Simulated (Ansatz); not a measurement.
# Si2NH5 (SMILES N1[SiH2][SiH2]1): one structure at several levels

The task here is to estimate one member of a computed series from the others.

The runs use Ansatz 0.2.0, Gaussian basis; single points in def2-TZVPP.

Cores are frozen in the correlated methods. B3LYP uses VWN-RPA correlation.

### Starting geometry

SMILES `N1[SiH2][SiH2]1`, 8 atoms, charge 0, spin multiplicity 1.

Atoms are counted from 1 here; the program's logs count them from 0.

Bond lengths: N1–Si2 1.915 Å, N1–Si3 1.764 Å, N1–H4 0.890 Å, Si2–Si3 2.379 Å, Si2–H5 1.414 Å, Si2–H6 1.497 Å, Si3–H7 1.270 Å, Si3–H8 1.589 Å. Angles: Si2–N1–Si3 80.5°, Si2–N1–H4 143.5°, Si3–N1–H4 136.0°, N1–Si2–Si3 47.0°, N1–Si2–H5 106.9°, N1–Si2–H6 117.8°, Si3–Si2–H5 118.3°, Si3–Si2–H6 128.6°, H5–Si2–H6 113.1°, N1–Si3–Si2 52.5°, N1–Si3–H7 123.0°, N1–Si3–H8 111.8°, Si2–Si3–H7 124.3°, Si2–Si3–H8 116.8°, H7–Si3–H8 114.2°.

Coordinates:

```
atom     x (Å)     y (Å)     z (Å)
  N1  -0.70180  -0.27230  -0.62960
 Si2   0.12190   1.24350   0.20080
 Si3   0.55450  -1.09410   0.29740
  H4  -1.33900  -0.51640  -1.20080
  H5   0.73160   1.99650  -0.82920
  H6  -0.71630   2.07600   1.12020
  H7   1.55440  -1.66040  -0.24400
  H8  -0.04780  -1.88300   1.53850
```

Set-up of the first run:

File run/in.yaml:

```yaml
crystal:
  periodic: [false, false, false]
  atoms:
    - {symbol: N, position_ang: [-0.701800, -0.272300, -0.629600]}
    - {symbol: Si, position_ang: [0.121900, 1.243500, 0.200800]}
    - {symbol: Si, position_ang: [0.554500, -1.094100, 0.297400]}
    - {symbol: H, position_ang: [-1.339000, -0.516400, -1.200800]}
    - {symbol: H, position_ang: [0.731600, 1.996500, -0.829200]}
    - {symbol: H, position_ang: [-0.716300, 2.076000, 1.120200]}
    - {symbol: H, position_ang: [1.554400, -1.660400, -0.244000]}
    - {symbol: H, position_ang: [-0.047800, -1.883000, 1.538500]}
basis:
  gaussian: {orbitals: def2-TZVPP}
correlation: {method: ccsd_t}
output: {forces: true}
```

The command line of these runs was not kept.

Steps of the session up to this table: CCSD(T)/def2-TZVPP; PBE0-D4/def2-TZVPP; wB97M-V/def2-TZVPP; r2SCAN-D4/def2-TZVPP; PBE-D4/def2-TZVPP; B3LYP-D4/def2-TZVPP; LC-wPBE/def2-TZVPP.

One of the session's tables, all rows but one given; the rest of the session is left out.

```
   method  RMS force component (eV/Å)  angle to CCSD(T) forces (°)  dipole (D)
  CCSD(T)                       3.553                    reference        0.50
  PBE0-D4                       3.614                          1.4        0.49
  wB97M-V                       3.560                          1.1        0.53
r2SCAN-D4                           ?                            ?           ?
   PBE-D4                       3.577                          2.1        0.51
 B3LYP-D4                       3.522                          0.5        0.50
  LC-wPBE                       3.665                          2.5        0.48
```

Q: Estimate the row for r2SCAN-D4 from the others.

As computed: RMS force component (eV/Å): 3.580; angle to CCSD(T) forces (°): 1.0; dipole (D): 0.52. In the column «RMS force component (eV/Å)» it lies between PBE-D4 (3.577) and PBE0-D4 (3.614).
